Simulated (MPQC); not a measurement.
**CH4 (methane) at MP2/def2-TZVPP**

Aim: the energy change on altering one bond length of CH4 (methane) at MP2/def2-TZVPP, from 2 runs. 

Program for the calculation: MPQC 2.3.1.

12 further runs of the same task are left out: 3 that didn't finish, 9 set aside as unsound or not needed.

## Step 1: The molecule

CH4: 5 atoms, total charge 0, spin state singlet. SMILES: `C`. Geometry: relaxed at PBE0-D4/def2-TZVP.

Bond lengths: C1–H2 1.090 Å, C1–H3 1.090 Å, C1–H4 1.090 Å, C1–H5 1.090 Å. Angles: H2–C1–H3 109.5°, H2–C1–H4 109.5°, H2–C1–H5 109.5°, H3–C1–H4 109.5°, H3–C1–H5 109.5°, H4–C1–H5 109.5°.

## Step 2: The energy at MP2/def2-TZVPP

run.in reads:

```
% CH4
molecule<Molecule>: (
    symmetry = c1
    unit = bohr
    { atoms geometry } = {
        C  [ 0.00000000 0.00000000 0.00000000 ]
        H  [ 0.30046645 -0.45958139 1.98459038 ]
        H  [ -1.90238729 0.74681976 -0.25114460 ]
        H  [ 0.22620022 -1.69980865 -1.14007177 ]
        H  [ 1.37590959 1.41238131 -0.59318503 ]
    }
)
basis<GaussianBasisSet>: (
    name = "def2-TZVPP"
    molecule = $:molecule
    basisdir = "."
    puream = yes
)
mpqc: (
    checkpoint = no
    savestate = no
    restart = no
    do_energy = yes
    do_gradient = no
    optimize = no
    mole<MBPT2>: (
        molecule = $:molecule
        basis = $:basis
        memory = 1000000000
        method = mp
        nfzc = 1
        reference<CLHF>: (
            molecule = $:molecule
            basis = $:basis
            total_charge = 0
            memory = 1000000000
            print_evals = yes
            maxiter = 120
            value_accuracy = 1e-08
            guess_wavefunction<CLHF>: (
                molecule = $:molecule
                total_charge = 0
                memory = 1000000000
                value_accuracy = 1e-3
                basis<GaussianBasisSet>: (
                    name = "STO-3G"
                    molecule = $:molecule
                )
            )
        )
    )
)
```

The basis set def2-TZVPP is read from a file made from the Basis Set Exchange's data (not shown).

Started as:

```sh
mpqc run.in > run.out
```

What it wrote:

```text
MPQC: Massively Parallel Quantum Chemistry
[...]
  LUMO is     6   A =   0.149668
  total scf energy =  -40.2143267869
[...]
  MP2 correlation energy [au]:         -0.197731406241
  MP2 energy [au]:                    -40.412058193164
Value of the MolecularEnergy:  -40.4120581932
[...]
        symmetry = c1
[...]
```

Wall time 11 s (1 thread of Arm Neoverse V2, shared host); peak memory 0.49 GiB.

## Step 3: The distorted shape

run.in reads:

```
% emacs should use -*- KeyVal -*- mode
molecule<Molecule>: (
  symmetry = c1
  unit = bohr
  { atoms geometry } = {
    C  [ -0.11309633   0.84987598   0.57001699 ]
    H  [ 0.18737012   0.39029459   2.55460736 ]
    H  [ -2.01548362   1.59669574   0.31887239 ]
    H  [ 0.22620022  -1.69980865  -1.14007177 ]
    H  [ 1.26281326   2.26225728  -0.02316804 ]
  }
)
basis<GaussianBasisSet>: (
  name = "def2-TZVPP"
  molecule = $:molecule
  basisdir = "."
  puream = yes
)
mpqc: (
  checkpoint = no
  savestate = no
  restart = no
  do_energy = yes
  do_gradient = no
  optimize = no
  mole<MBPT2>: (
    molecule = $:molecule
    basis = $:basis
    memory = 1000000000
    method = mp
    nfzc = 1
    reference<CLHF>: (
      molecule = $:molecule
      basis = $:basis
      total_charge = 0
      memory = 1000000000
      print_evals = yes
      maxiter = 120
      value_accuracy = 1e-08
      guess_wavefunction<CLHF>: (
        molecule = $:molecule
        total_charge = 0
        memory = 1000000000
        value_accuracy = 1e-3
        basis<GaussianBasisSet>: (
          name = "STO-3G"
          molecule = $:molecule
        )
      )
    )
  )
)
```

The basis set def2-TZVPP is read from a file made from the Basis Set Exchange's data (not shown).

Started as:

```sh
mpqc -o run.out run.in
```

What it wrote:

```text
MPQC: Massively Parallel Quantum Chemistry
[...]
  LUMO is     6   A =   0.112672
  total scf energy =  -40.1294521002
[...]
  MP2 correlation energy [au]:         -0.201750162819
  MP2 energy [au]:                    -40.331202262985
Value of the MolecularEnergy:  -40.3312022630
[...]
        symmetry = c1
[...]
```

It took 11 s on 1 thread of Arm Neoverse V2, shared host; peak memory 0.49 GiB.

## Step 4: Outcome

At MP2/def2-TZVPP, 1 core orbital frozen:

| quantity | value |
| --- | --- |
| first shape: total energy | -40.41206 Eh |
| first shape: HOMO energy (Hartree–Fock orbitals) | -14.82 eV |
| first shape: LUMO energy (Hartree–Fock orbitals) | 4.07 eV |
| first shape: HOMO–LUMO gap (Hartree–Fock orbitals) | 18.90 eV |
| first shape: correlation energy (1 core orbital frozen) | -197.7 mEh |
| distorted shape: total energy | -40.33120 Eh |
| distorted shape: HOMO energy (Hartree–Fock orbitals) | -11.79 eV |
| distorted shape: LUMO energy (Hartree–Fock orbitals) | 3.07 eV |
| distorted shape: HOMO–LUMO gap (Hartree–Fock orbitals) | 14.86 eV |
| distorted shape: correlation energy (1 core orbital frozen) | -201.8 mEh |
| energy change with the C1–H4 bond stretched from 1.090 to 1.634 Å | 2.200 eV |

**Reading.** With the C1–H4 bond stretched from 1.090 to 1.634 Å the energy rises by 2.20 eV (212 kJ/mol). The first shape isn't relaxed at this level, so the change isn't measured from a minimum.
